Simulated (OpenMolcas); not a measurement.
**HCl (hydrogen chloride): a chain of runs**

We compute the energy (UHF/3-21G), then a single-point energy (CASSCF(2,2)/3-21G), then a single-point energy (CASPT2(2,2)/3-21G), then a single-point energy (SC-NEVPT2(2,2)/3-21G), then a single-point energy (MRCI(2,2)/3-21G) of HCl (hydrogen chloride). 

Program for the calculation: OpenMolcas 26.06.

**1. The structure to begin with**

The species is HCl (2 atoms), meant as a singlet with charge 0. SMILES: `Cl`. The Cl1–H2 distance was set to 3.197 Å, away from the relaxed value.

**2. The energy at UHF/3-21G (run 1)**

Contents of step1.inp:

```
&GATEWAY
  BASLIB=$CurrDir
  COORD
  2
  angstrom
  Cl       2.184018      -0.714006       1.123209
  H       -0.546000       0.178500      -0.280800
  BASIS=3-21G
  GROUP=NoSym

&SEWARD

&SCF
  UHF
  SCRAMBLE=0.25
  PRORBITALS=1 1
```

The basis set 3-21G is read from a file made from the Basis Set Exchange's data (not shown).

On the command line:

```sh
export MOLCAS_MEM=1860
pymolcas step1.inp > step1.log
```

Log:

```text
--- Start Module: gateway ---
[...]
--- Stop Module: gateway /rc=_RC_ALL_IS_WELL_ ---
--- Start Module: seward ---
[...]
      Basis functions           15
--- Stop Module: seward /rc=_RC_ALL_IS_WELL_ ---
--- Start Module: scf ---
[...]
       Convergence after  26 Iterations
[...]
::    Total SCF energy                               -457.6270862064
[...]
      Total spin, S                                     0.2136232745
[...]
      Total electronic charge=   18.000000
      Total            charge=   -0.000000
[...]
      Dipole Moment (debye):
      Origin of the operator (angstrom)=    2.1075   -0.6890    1.0839
                   X= -3.2298E+00               Y=  1.0559E+00               Z= -1.6611E+00           Total=  3.7823E+00
      Quadrupole Moment (debye*angstrom):
[...]
--- Stop Module: scf /rc=_RC_ALL_IS_WELL_ ---
[...]
```

Run time: 1.6 s. Hardware: 1 thread of Arm Neoverse V2, shared host; peak memory 0.37 GiB.

**3. The energy at CASSCF(2,2)/3-21G (run 2)**

Contents of step2.input:

```
* ClH CASSCF
>>> EXPORT MOLCAS_PRINT=2
&gateway
baslib=$CurrDir
coord
2
angstrom
Cl       2.184018      -0.714006       1.123209
H       -0.546000       0.178500      -0.280800
basis=3-21G
group=NoSym
&seward
&rasscf
fileorb=$CurrDir/step1.UnaOrb
spin=1
nactel=2 0 0
inactive=8
ras2=2
orblisting=Nothing
```

The basis set 3-21G is read from a file made from the Basis Set Exchange's data (not shown).

On the command line:

```sh
export MOLCAS_MEM=1860
pymolcas step2.input > step2.log
```

Log:

```text
--- Start Module: gateway ---
[...]
--- Stop Module: gateway /rc=_RC_ALL_IS_WELL_ ---
--- Start Module: seward ---
[...]
      Basis functions           15
--- Stop Module: seward /rc=_RC_ALL_IS_WELL_ ---
--- Start Module: rasscf ---
[...]
      Number of active orbitals                  2
[...]
      Spin quantum number                      0.0
[...]
      Active orbitals                            2
[...]
      Number of CSFs                             3
[...]
      Number of root(s) required                 1
[...]
      Convergence after 21 iterations
[...]
      printout of CI-coefficients larger than  0.05 for root  1
      energy=    -457.774821
      conf/sym  11     Coeff  Weight
             1  20  -0.77331 0.59800
             3  02   0.63403 0.40200
      Natural orbitals and occupation numbers for root  1
      sym 1:   1.196008   0.803992
      ************************************************************************************************************************
      *                                                    Final results                                                     *
[...]
::    RASSCF root number  1 Total energy:   -457.77482083
[...]
      Total electronic charge=   18.000000
      Total            charge=   -0.000000
[...]
      Dipole Moment (debye):
      Origin of the operator (angstrom)=    2.1075   -0.6890    1.0839
                   X= -8.6051E-02               Y=  2.8132E-02               Z= -4.4255E-02           Total=  1.0077E-01
      Quadrupole Moment (debye*angstrom):
[...]
--- Stop Module: rasscf /rc=_RC_ALL_IS_WELL_ ---
[...]
```

Run time: 1.6 s. Hardware: 1 thread of Arm Neoverse V2, shared host; peak memory 0.37 GiB.

**4. A single-point energy at CASPT2(2,2)/3-21G (run 3)**

Contents of step3.inp:

```
* ClH CASPT2
>>> EXPORT MOLCAS_PRINT=2
&gateway
baslib=$CurrDir
coord
2
angstrom
Cl       2.184018      -0.714006       1.123209
H       -0.546000       0.178500      -0.280800
basis=3-21G
group=NoSym
&seward
&rasscf
fileorb=$CurrDir/step2.RasOrb
spin=1
nactel=2 0 0
inactive=8
ras2=2
orblisting=Nothing
&caspt2
imaginary=0.1
frozen=5
```

The basis set 3-21G is read from a file made from the Basis Set Exchange's data (not shown).

On the command line:

```sh
export MOLCAS_MEM=1860
pymolcas step3.inp > step3.log
```

Log:

```text
--- Start Module: gateway ---
[...]
--- Stop Module: gateway /rc=_RC_ALL_IS_WELL_ ---
[...]
      Basis functions           15
[...]
--- Start Module: rasscf ---
[...]
      Number of active orbitals                  2
[...]
      Spin quantum number                      0.0
[...]
      Active orbitals                            2
[...]
      Number of CSFs                             3
[...]
      Number of root(s) required                 1
[...]
      Convergence after  4 iterations
[...]
      printout of CI-coefficients larger than  0.05 for root  1
      energy=    -457.774821
      conf/sym  11     Coeff  Weight
             1  20  -0.77331 0.59800
             3  02   0.63403 0.40200
      Natural orbitals and occupation numbers for root  1
      sym 1:   1.196008   0.803992
      ************************************************************************************************************************
      *                                                    Final results                                                     *
[...]
::    RASSCF root number  1 Total energy:   -457.77482083
[...]
      Total electronic charge=   18.000000
      Total            charge=   -0.000000
[...]
      Dipole Moment (debye):
      Origin of the operator (angstrom)=    2.1075   -0.6890    1.0839
                   X= -8.6050E-02               Y=  2.8132E-02               Z= -4.4254E-02           Total=  1.0077E-01
      Quadrupole Moment (debye*angstrom):
[...]
--- Stop Module: rasscf /rc=_RC_ALL_IS_WELL_ ---
--- Start Module: caspt2 ---
[...]
 ###    WARNING: User changed nr of frozen orbitals.                         ###
 ###############################################################################
[...]
      E2 (Variational):          -0.0299267992
      Total energy:            -457.8047476270
[...]
      Reference weight:           0.98890
[...]
::    CASPT2 Root  1     Total energy:   -457.80474763
[...]
--- Stop Module: caspt2 /rc=_RC_ALL_IS_WELL_ ---
[...]
```

Run time: 1.4 s. Hardware: 1 thread of Arm Neoverse V2, shared host; peak memory 0.37 GiB.

**5. A single-point energy at SC-NEVPT2(2,2)/3-21G (run 4)**

Contents of step4.input:

```
&GATEWAY
BasLib=$CurrDir
Coord
2
angstrom
Cl       2.184018      -0.714006       1.123209
H       -0.546000       0.178500      -0.280800
Basis=3-21G
Group=NoSym
&SEWARD
&RASSCF
FileOrb=$CurrDir/step2.RasOrb
Spin=1
Nactel=2 0 0
Inactive=8
Ras2=2
OrbListing=Nothing
&CASPT2
SC-NEVPT2
Frozen=5
```

The basis set 3-21G is read from a file made from the Basis Set Exchange's data (not shown).

On the command line:

```sh
export MOLCAS_MEM=1860
pymolcas step4.input > step4.log
```

Log:

```text
--- Start Module: gateway ---
[...]
--- Stop Module: gateway /rc=_RC_ALL_IS_WELL_ ---
[...]
      Basis functions           15
[...]
--- Start Module: rasscf ---
[...]
      Number of active orbitals                  2
[...]
      Spin quantum number                      0.0
[...]
      Active orbitals                            2
[...]
      Number of CSFs                             3
[...]
      Number of root(s) required                 1
[...]
      Convergence after  4 iterations
[...]
      printout of CI-coefficients larger than  0.05 for root  1
      energy=    -457.774821
      conf/sym  11     Coeff  Weight
             1  20  -0.77331 0.59800
             3  02   0.63403 0.40200
      Natural orbitals and occupation numbers for root  1
      sym 1:   1.196008   0.803992
      ************************************************************************************************************************
      *                                                    Final results                                                     *
[...]
::    RASSCF root number  1 Total energy:   -457.77482083
[...]
      Total electronic charge=   18.000000
      Total            charge=   -0.000000
[...]
      Dipole Moment (debye):
      Origin of the operator (angstrom)=    2.1075   -0.6890    1.0839
                   X= -8.6050E-02               Y=  2.8132E-02               Z= -4.4254E-02           Total=  1.0077E-01
      Quadrupole Moment (debye*angstrom):
[...]
--- Stop Module: rasscf /rc=_RC_ALL_IS_WELL_ ---
--- Start Module: caspt2 ---
[...]
 ###    WARNING: User changed nr of frozen orbitals.                         ###
 ###############################################################################
[...]
      E2 (Variational):          -0.0294913616
[...]
      E2 (Variational):          -0.0294813939
      Total energy:            -457.8043022217
[...]
      Reference weight:           0.98924
[...]
::    SC-NEVPT2 Root  1     Total energy:   -457.80430222
[...]
--- Stop Module: caspt2 /rc=_RC_ALL_IS_WELL_ ---
[...]
```

Run time: 1.4 s. Hardware: 1 thread of Arm Neoverse V2, shared host; peak memory 0.37 GiB.

**6. A single-point energy at MRCI(2,2)/3-21G (run 5)**

Contents of step5.inp:

```
* ClH MRCI

&GATEWAY
 BasLib=$CurrDir
 Coord
 2
 angstrom
 Cl       2.184018      -0.714006       1.123209
 H       -0.546000       0.178500      -0.280800
 Basis=3-21G
 Group=NoSym

&SEWARD

&RASSCF
 FileOrb=$CurrDir/step2.RasOrb
 Spin=1
 Nactel=2 0 0
 Inactive=8
 Ras2=2
 OrbListing=Nothing

&MOTRA
 LumOrb
 Frozen=5

&GUGA
 Electrons=8
 Spin=1
 Inactive=3
 Active=2
 CIAll=1

&MRCI
 SDCI
```

The basis set 3-21G is read from a file made from the Basis Set Exchange's data (not shown).

On the command line:

```sh
export MOLCAS_MEM=1860
pymolcas step5.inp > step5.log
```

Log:

```text
--- Start Module: gateway ---
[...]
--- Stop Module: gateway /rc=_RC_ALL_IS_WELL_ ---
[...]
      Basis functions           15
[...]
      Number of active orbitals                  2
[...]
      Spin quantum number                      0.0
[...]
      Active orbitals                            2
[...]
      Number of CSFs                             3
[...]
      Number of root(s) required                 1
[...]
      Convergence after  4 iterations
[...]
      printout of CI-coefficients larger than  0.05 for root  1
      energy=    -457.774821
      conf/sym  11     Coeff  Weight
             1  20  -0.77331 0.59800
             3  02   0.63403 0.40200
      Natural orbitals and occupation numbers for root  1
      sym 1:   1.196008   0.803992
      ************************************************************************************************************************
      *                                                    Final results                                                     *
[...]
::    RASSCF root number  1 Total energy:   -457.77482083
[...]
      Dipole Moment (debye):
      Origin of the operator (angstrom)=    2.1075   -0.6890    1.0839
                   X= -8.6050E-02               Y=  2.8132E-02               Z= -4.4254E-02           Total=  1.0077E-01
      Quadrupole Moment (debye*angstrom):
[...]
      *** WARNING: Default frozen orbitals is overwritten by user input.
      *** Default values:   5
[...]
--- Start Module: guga ---
[...]
--- Stop Module: guga /rc=_RC_ALL_IS_WELL_ ---
--- Start Module: mrci ---
[...]
       (But an ACPF correction will be computed)
       USE THE DEFAULT ACPF G-VALUE GFAC=  0.25000000000000000
[...]
                      CI ENERGY:  -457.80970137
[...]
                ACPF CORRECTION:    -0.00040793
[...]
      Total electronic charge=   18.000000
      Total            charge=   -0.000000
[...]
     ACPF CORRECTION:     -0.00040793
[...]
  CI State   1     Total energy:   -457.80970137     QDav:     -0.00054603     QACPF:     -0.00040793
[...]
--- Stop Module: mrci /rc=_RC_ALL_IS_WELL_ ---
[...]
```

Run time: 1.6 s. Hardware: 1 thread of Arm Neoverse V2, shared host; peak memory 0.37 GiB.

**7. What came out**

```
                                                   quantity          value
                             run 1, UHF/3-21G: total energy  -457.62709 Eh
                            run 1, UHF/3-21G: dipole moment         3.78 D
                              run 1, UHF/3-21G: HOMO energy       -9.76 eV
                              run 1, UHF/3-21G: LUMO energy       -4.19 eV
                            run 1, UHF/3-21G: HOMO–LUMO gap        5.57 eV
                                     run 1, UHF/3-21G: ⟨S²⟩          0.259
                     run 2, CASSCF(2,2)/3-21G: total energy  -457.77482 Eh
   run 2, CASSCF(2,2)/3-21G: dipole moment (CASSCF density)         0.10 D
                     run 3, CASPT2(2,2)/3-21G: total energy  -457.80475 Eh
   run 3, CASPT2(2,2)/3-21G: dipole moment (CASSCF density)         0.10 D
                  run 4, SC-NEVPT2(2,2)/3-21G: total energy  -457.80430 Eh
run 4, SC-NEVPT2(2,2)/3-21G: dipole moment (CASSCF density)         0.10 D
                       run 5, MRCI(2,2)/3-21G: total energy  -457.80970 Eh
     run 5, MRCI(2,2)/3-21G: dipole moment (CASSCF density)         0.10 D
```

In words: ⟨S²⟩ (run 1, UHF/3-21G) is 0.26 where a pure singlet has 0.00: the reference is spin-contaminated. The run (run 1, UHF/3-21G) may have ended on a state above the lowest.
